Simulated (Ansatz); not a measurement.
Reaction (ligand exchange at the Al–F bond): `[F][AlH2]` + `[SiH3]S` → `[AlH2][S][SiH3]` + H–F

Isolated molecules relaxed with PBE0-D4/def2-TZVP in Ansatz; ΔE leaves out vibrations. CCSD(T)/CBS adds triple-zeta CCSD(T) − MP2 to the extrapolated MP2 energy (def2 sets, frozen cores). This one scheme is used for every species. Functionals use def2-TZVPP. B3LYP here is the variant with VWN-RPA as its local correlation; programs differ in this. HSE06 is defined as in plane-wave codes.

| level | ΔE (kcal/mol) | difference from CCSD(T)/CBS |
| --- | --- | --- |
| revPBE-D4 | 12.6 | -1.7 |
| PBE0-D4 | 12.5 | -1.8 |
| B3LYP-D4 | 16.2 | 1.9 |
| B2PLYP | 17.2 | 2.9 |
| PBE-QIDH | 13.4 | -0.9 |
| PBE | 14.3 | 0.0 |
| revPBE | 14.8 | 0.5 |
| HSE06 | 13.5 | -0.8 |
| HF/def2-SVP | 18.0 | 3.7 |
| CCSD/def2-SVP | 17.5 | 3.2 |
| CCSD(T)/def2-SVP | 17.0 | 2.7 |
| MP2/def2-TZVPP | 14.2 | -0.1 |
| HF/def2-QZVPP | 19.2 | 4.9 |
| SCS-MP2/def2-QZVPP | 15.8 | 1.5 |
| MP2/CBS(def2) | 13.6 | -0.7 |
| CCSD/CBS(def2) | 15.1 | 0.8 |
| CCSD(T)/CBS | 14.3 | 0 |

Largest T1 diagnostic among the species: 0.012.

The D4 term adds −2.1 kcal/mol with B3LYP and −1.2 kcal/mol with PBE0; it sums over pairs of atoms, weighted by their polarisabilities, and B3LYP, whose exchange is more repulsive, gets the larger term. From BLYP to BHLYP (50 % exact exchange), in def2-TZVPP and without D4, ΔE moves by −1.1 kcal/mol. In def2-TZVPP, CCSD(T) changes the Hartree–Fock value by −3.6 kcal/mol (the triples alone add −0.8 kcal/mol) and MP2 by −4.3 kcal/mol.
